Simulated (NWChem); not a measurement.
**One shape, several levels: C2H3F3 (1,1,1-trifluoroethane)**

Aim: a comparison of 4 runs (B2PLYP/cc-pVDZ, CAM-B3LYP/cc-pVDZ, wB97X/cc-pVDZ, MP3/cc-pVDZ) of C2H3F3 (1,1,1-trifluoroethane). 

The calculation is run with NWChem 7.3.0.

## (1) The system as given

C2H3F3: 8 atoms, total charge 0, spin state singlet. SMILES: `CC(F)(F)F`. The C1–C2 distance was set to 2.245 Å, away from the relaxed value. At this shape a bond of the SMILES string is far longer than usual.

Bond lengths: C2–F3 1.341 Å, C2–F4 1.341 Å, C2–F5 1.341 Å, C1–H6 1.089 Å, C1–H7 1.089 Å, C1–H8 1.089 Å. Angles: F3–C2–F4 107.1°, F3–C2–F5 107.1°, F4–C2–F5 107.1°, H6–C1–H7 109.7°, H6–C1–H8 109.6°, H7–C1–H8 109.6°. A long bond or contact: C1–C2 2.245 Å.

## (2) A single-point energy at B2PLYP/cc-pVDZ (run 1)

Input file c2h3f3.nw:

```
start c2h3f3
memory 2200 mb
geometry noautosym nocenter noautoz
  C     -1.201938    -0.267208     0.919129
  C      0.557600     0.109900    -0.423700
  F      1.692800    -0.382000     0.093900
  F      0.395200    -0.458200    -1.627700
  F      0.754200     1.420300    -0.629900
  H     -1.028138     0.210092     1.882529
  H     -1.324538    -1.340308     1.058829
  H     -2.099138     0.147392     0.461629
end
basis spherical bse
  * library cc-pVDZ
end
dft
  xc hfexch 0.53 becke88 0.47 lyp 0.73 mp2 0.27
  dftmp2 semidirect
  grid xfine
  convergence energy 1e-08
  maxiter 100
  mulliken
end
mp2
  freeze core 5
end
task dft energy
```

Run with:

```
$ nwchem c2h3f3.nw > c2h3f3.out
```

What it wrote:

```text
[...]
          Wavefunction type:  closed shell.
          No. of atoms     :     8
          No. of electrons :    42
[...]
          Charge           :     0
          Spin multiplicity:     1
[...]
          AO basis - number of functions:    85
[...]
              XC Information
              --------------
                     Hartree-Fock (Exact) Exchange  0.530
                    Becke 1988 Exchange Functional  0.470
              Lee-Yang-Parr Correlation Functional  0.730
[...]
 d= 0,ls=0.0,diis     1   -376.7255966618 -5.63D+02  1.45D-02  1.47D+00     3.3
[...]
 d= 0,ls=0.0,diis     9   -376.8973484530 -7.68D-09  5.93D-07  6.35D-09    26.6
         Total DFT energy =     -376.897348452959
      One electron energy =     -891.314152170026
           Coulomb energy =      371.228219232834
    Exchange-Corr. energy =      -42.676918054520
 Nuclear repulsion energy =      185.865502538753
[...]
      Total Density - Mulliken Population Analysis
     ---------------------------------------------
    Atom       Charge   Shell Charges
 -----------   ------   -------------------------------------------------------
    1 C    6     6.15   2.01  0.66  0.54  1.92  1.00  0.03
    2 C    6     5.50   2.01  0.71  0.35  1.70  0.45  0.28
    3 F    9     9.19   2.00  0.90  0.99  3.33  1.95  0.01
    4 F    9     9.19   2.00  0.90  0.99  3.33  1.95  0.01
    5 F    9     9.19   2.00  0.90  0.99  3.33  1.95  0.01
    6 H    1     0.93   0.73  0.16  0.03
    7 H    1     0.93   0.73  0.16  0.03
    8 H    1     0.93   0.73  0.16  0.03
[...]
  Basis functions       =     85
[...]
```

Run time: 30 s. Hardware: 1 thread of Intel Xeon Platinum 8488C (Sapphire Rapids), shared host; peak memory 0.25 GiB.

## (3) The energy at CAM-B3LYP/cc-pVDZ (run 2)

c2h3f3.nw: that of step 2 with these lines changed.

```diff
@@ -1,3 +1,5 @@
 start c2h3f3
+title "C2H3F3"
 memory 2200 mb
+charge 0
 geometry noautosym nocenter noautoz
@@ -16,6 +18,7 @@
 dft
-  xc hfexch 0.53 becke88 0.47 lyp 0.73 mp2 0.27
-  dftmp2 semidirect
+  xc xcamb88 1.00 lyp 0.81 vwn_5 0.19 hfexch 1.00
+  cam 0.33 cam_alpha 0.19 cam_beta 0.46
   grid xfine
   convergence energy 1e-08
+  direct
   maxiter 100
@@ -23,5 +26,2 @@
 end
-mp2
-  freeze core 5
-end
 task dft energy
```

Run with:

```
$ nwchem c2h3f3.nw > c2h3f3.out
```

What it wrote:

```text
[...]
          Wavefunction type:  closed shell.
          No. of atoms     :     8
          No. of electrons :    42
[...]
          Charge           :     0
          Spin multiplicity:     1
[...]
          AO basis - number of functions:    85
[...]
              XC Information
              --------------
                     Hartree-Fock (Exact) Exchange  1.000
                   CAM-Becke88 Exchange Functional  1.000
                      VWN V Correlation Functional  0.190 local
              Lee-Yang-Parr Correlation Functional  0.810
[...]
 d= 0,ls=0.0,diis     1   -377.1690278231 -5.63D+02  1.61D-02  1.71D+00     5.0
[...]
 d= 0,ls=0.0,diis    10   -377.3610306452 -1.56D-09  3.09D-07  6.70D-10    47.5
         Total DFT energy =     -377.361030645240
      One electron energy =     -891.367540228020
           Coulomb energy =      371.254156994679
    Exchange-Corr. energy =      -43.113149950652
 Nuclear repulsion energy =      185.865502538753
[...]
      Total Density - Mulliken Population Analysis
     ---------------------------------------------
    Atom       Charge   Shell Charges
 -----------   ------   -------------------------------------------------------
    1 C    6     6.15   2.01  0.66  0.52  1.97  0.97  0.03
    2 C    6     5.63   2.01  0.71  0.37  1.75  0.51  0.27
    3 F    9     9.14   2.01  0.90  0.98  3.34  1.91  0.01
    4 F    9     9.14   2.01  0.90  0.98  3.34  1.91  0.01
    5 F    9     9.14   2.01  0.90  0.98  3.34  1.91  0.01
    6 H    1     0.93   0.73  0.18  0.03
    7 H    1     0.93   0.73  0.18  0.03
    8 H    1     0.93   0.73  0.18  0.03
[...]
```

It took 48 s on 1 thread of Intel Xeon Platinum 8488C (Sapphire Rapids), shared host; peak memory 0.13 GiB.

Run 3 isn't shown in full; the table further down has it.

## (4) A single-point energy at MP3/cc-pVDZ (run 4)

Input file c2h3f3.xyz:

```xyz
8
C2H3F3
C     -1.201938    -0.267208     0.919129
C      0.557600     0.109900    -0.423700
F      1.692800    -0.382000     0.093900
F      0.395200    -0.458200    -1.627700
F      0.754200     1.420300    -0.629900
H     -1.028138     0.210092     1.882529
H     -1.324538    -1.340308     1.058829
H     -2.099138     0.147392     0.461629
```

Input file run.py:

```python
from ase.io import read
from ase.calculators.nwchem import NWChem

mol = read('c2h3f3.xyz')

calc = NWChem(
    label='c2h3f3',
    theory='tce',
    memory='stack 330 mb heap 110 mb global 1760 mb',
    basis='cc-pVDZ',
    basispar='spherical bse',
    scf={'nopen': '0', 'rhf': None, 'thresh': '1e-08', 'maxiter': '80'},
    tce={'scf': None, 'mbpt3': None, 'freeze': 'core 5', 'maxiter': '60'},
    task='energy',
)
mol.calc = calc

e = mol.get_potential_energy()
print(f"E = {e:.6f} eV")
```

Run with:

```
$ export ASE_NWCHEM_COMMAND="nwchem PREFIX.nwi > PREFIX.nwo"
$ python run.py
```

What it wrote:

```text
E = -10247.223808 eV
```

The calculator wrote c2h3f3.nwi:

```
title "c2h3f3"

permanent_dir c2h3f3

scratch_dir c2h3f3

start c2h3f3

geometry units angstrom nocenter noautosym noautoz
  C  -1.2019380000000000e+00 -2.6720800000000000e-01 9.1912899999999997e-01
  C  5.5759999999999998e-01 1.0990000000000000e-01 -4.2370000000000002e-01
  F  1.6928000000000001e+00 -3.8200000000000001e-01 9.3899999999999997e-02
  F  3.9520000000000000e-01 -4.5820000000000000e-01 -1.6276999999999999e+00
  F  7.5419999999999998e-01 1.4202999999999999e+00 -6.2990000000000002e-01
  H  -1.0281380000000000e+00 2.1009200000000000e-01 1.8825289999999999e+00
  H  -1.3245380000000000e+00 -1.3403080000000001e+00 1.0588290000000000e+00
  H  -2.0991379999999999e+00 1.4739200000000000e-01 4.6162900000000001e-01
end

memory stack 330 mb heap 110 mb global 1760 mb

basis spherical bse noprint
   * library cc-pVDZ
end

scf
  nopen 0
  rhf
  thresh 1e-08
  maxiter 80
end
tce
  scf
  mbpt3
  freeze core 5
  maxiter 60
end

task tce energy
```

c2h3f3.nwo (excerpt; [...] marks lines left out):

```text
[...]
      One-electron energy =   -891.041184093001
[... 1 line left out ...]
 Nuclear repulsion energy =    185.865502538753
[... 39 lines left out ...]
                       ROHF Final Molecular Orbital Analysis
[... 326 lines left out ...]
 2-e file size   =         59899904
[...]
```

Run time: 44 s. Hardware: 1 thread of Intel Xeon Platinum 8488C (Sapphire Rapids), shared host; peak memory 1.4 GiB.

## (5) All runs side by side

| run | level | frozen core orbitals | integration grid | energy (Eh) | dipole moment (D) | HOMO energy (eV) | LUMO energy (eV) | wall time |
| --- | --- | --- | --- | --- | --- | --- | --- | --- |
| 1 | B2PLYP/cc-pVDZ | 5 | xfine | -377.174437 | 2.44 | -9.59 | 0.20 | 30 s |
| 2 | CAM-B3LYP/cc-pVDZ | – | xfine | -377.361031 | 2.07 | -9.76 | -0.05 | 48 s |
| 3 | wB97X/cc-pVDZ | – | xfine | -377.388871 | 2.10 | -10.75 | 1.05 | 67 s |
| 4 | MP3/cc-pVDZ | 5 | – | -376.578532 | – | -11.50 | 2.78 | 44 s |

## (6) What came out

| quantity | value |
| --- | --- |
| run 4: total energy | -376.57853 Eh |
| run 4: HOMO energy (Hartree–Fock orbitals) | -11.50 eV |
| run 4: LUMO energy (Hartree–Fock orbitals) | 2.78 eV |
| run 4: HOMO–LUMO gap (Hartree–Fock orbitals) | 14.28 eV |
| run 4: correlation energy (5 core orbitals frozen) | -862.7 mEh |

**Reading.** Over runs 1, 2, 3 the dipole moment (its size) runs from 2.07 D (CAM-B3LYP/cc-pVDZ) to 2.44 D (B2PLYP/cc-pVDZ). A double hybrid's value is that of its SCF part. Over runs 1, 2, 3 the HOMO–LUMO gap runs from 9.71 eV (CAM-B3LYP/cc-pVDZ) to 11.80 eV (wB97X/cc-pVDZ). Totals of different functionals can't be ranked against each other. All runs together took 3.2 min, the longest 67 s.
